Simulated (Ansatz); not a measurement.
System: tetradymite Bi₂Te₃. Method: PBE0 (Ansatz, a program for electronic structure, PAW).

Numerical settings: plane-wave cutoff 460 eV, 6×6×6 k mesh, Fermi–Dirac smearing 0.01 eV, scalar-relativistic PAW data made under PBE.

Cell (measured lattice):

```cif
data_Bi2Te3
_chemical_formula_sum 'Bi2 Te3'
_space_group_name_H-M_alt 'P 1'
_space_group_IT_number 1
_cell_length_a 10.47631
_cell_length_b 10.47631
_cell_length_c 10.47631
_cell_angle_alpha 24.166
_cell_angle_beta 24.166
_cell_angle_gamma 24.166
loop_
_space_group_symop_operation_xyz
  'x, y, z'
loop_
_atom_site_label
_atom_site_type_symbol
_atom_site_fract_x
_atom_site_fract_y
_atom_site_fract_z
_atom_site_occupancy
Bi1 Bi 0.40000 0.40000 0.40000 1
Bi2 Bi 0.60000 0.60000 0.60000 1
Te1 Te 0.00000 0.00000 0.00000 1
Te2 Te 0.20950 0.20950 0.20950 1
Te3 Te 0.79050 0.79050 0.79050 1
```

Task: Estimate the band gap that the calculation returns.

Result: 
* **band gap**: 1.13 eV (on the SCF k mesh)

Note: cell and atoms aren't relaxed at this level (largest force component 0.42 eV/Å, pressure 0.3 GPa).

Spin–orbit coupling is not included; with these elements it can move the gap by several tenths of an eV or more.

Computed values are for the static lattice.

It cost about 8 core-minutes (a rough figure) of CPU time.
